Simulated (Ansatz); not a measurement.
# HNO3: the cost of one run

Computed with Ansatz 0.2.0 (the levels named in each step, unless a step's input says otherwise).

**1. The system as given**

Bond lengths: O1–N2 1.201 Å, N2–O3 1.272 Å, O3–O4 1.437 Å, O4–H5 0.984 Å. Angles: O1–N2–O3 120.0°, N2–O3–O4 119.4°, O3–O4–H5 102.6°.

As a file:

```xyz
5

O     0.8801    1.0104   -0.2411
N     0.8928   -0.1873   -0.1515
O    -0.1840   -0.8173    0.0969
O    -1.4073   -0.0825    0.2679
H    -1.1167    0.8489    0.1424
```

**2. A rough first relaxation, PBE-D4/def2-SVP**

This run stands in another session on the same molecule. It ended at:

```xyz
5

O     0.7479    1.0292   -0.2191
N     0.9274   -0.1545   -0.1590
O    -0.2476   -0.8813    0.1127
O    -1.3919   -0.0622    0.2633
H    -0.9709    0.8409    0.1167
```

**3. Relaxation, HF/STO-3G**

input.yaml

```yaml
crystal:
  periodic: [false, false, false]
  atoms:
    - { symbol: O, position_ang: [0.74786525, 1.02921302, -0.21909824] }
    - { symbol: "N", position_ang: [0.92738609, -0.15448921, -0.15902223] }
    - { symbol: O, position_ang: [-0.24759314, -0.88129638, 0.11271082] }
    - { symbol: O, position_ang: [-1.39191756, -0.06221071, 0.26330773] }
    - { symbol: H, position_ang: [-0.97093064, 0.84085328, 0.11665193] }
basis:
  gaussian: { orbitals: STO-3G }
hamiltonian:
  xc: hf
relax:
  f_tol: 0.002
  max_steps: 150
```

Run with:

```bash
$ ansatz run input.yaml --threads 2 --pin off --max-ram 5120MiB --backend cpu --events-out ev --progress --plain --runs-dir out
```

**Question.** How long does this run take on 2 threads of Arm Neoverse V1, shared host, and how much memory does it need?

About 1.4 s, with a peak of 0.085 GiB.
